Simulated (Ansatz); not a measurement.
# Li2H2 ((LiH)2 ring): the vertical ionisation energy from total energies

The species is Li2H2 (4 atoms), meant as a singlet with charge 0. Geometry: a GFN2-xTB relaxation, a rough one for these elements and not checked as a minimum.

| atom | x (Å) | y (Å) | z (Å) |
| --- | --- | --- | --- |
| Li | 0.7484 | 0.4678 | -0.6570 |
| H | -0.7114 | 1.0576 | -0.0594 |
| Li | -0.7487 | -0.4679 | 0.6565 |
| H | 0.7116 | -1.0575 | 0.0599 |

Both states at this one shape; open shells run unrestricted unless said. 1 Eh = 27.2114 eV.

```
                                    level  program  singlet Li2H2 (Eh)  doublet [Li2H2]+ (Eh)
                             BHLYP/STO-3G   Ansatz          -15.975325             -15.673911
                             wB97X/STO-3G   Ansatz          -15.978119             -15.673237
CCSDT(Q)/STO-3G, all electrons correlated   Ansatz          -15.835657             -15.552806
```

Work out the vertical ionisation energy at each level.


1. BHLYP/STO-3G: -15.673911 − (-15.975325) = 0.301414 Eh = 8.20 eV.
2. wB97X/STO-3G: -15.673237 − (-15.978119) = 0.304882 Eh = 8.30 eV.
3. CCSDT(Q)/STO-3G: -15.552806 − (-15.835657) = 0.282851 Eh = 7.70 eV.

No measured value is set beside it here; the levels span 7.70 to 8.30 eV. Minimal sets are far from the basis-set limit.
